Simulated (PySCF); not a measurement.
fluorine cation (F2), SMILES FF (connectivity only; charge and spin as stated), charge +1, multiplicity 2. Atoms are numbered in the order given.

```xyz
2

F      0.0000     0.0000    -0.6466
F      0.0000     0.0000     0.6466
```
Charge +1, spin multiplicity 2.

Coordinates come from a B3LYP-D3(BJ)/def2-TZVPD optimisation. The spin state was assumed, not searched.

Method: ωB97X/def2-TZVPD in PySCF.

```json
{
 "total_energy": "-198.98455 hartree",
 "point_group": "D∞h",
 "α spin, highest occupied and lowest empty level": "-27.01 and -12.16 eV",
 "β spin, highest occupied and lowest empty level": "-26.45 and -16.95 eV",
 "dipole_moment_about_the_centre_of_nuclear_charge": "0.000 e·Å",
 "⟨S²⟩": "0.753 (pure state 0.75)"
}
```
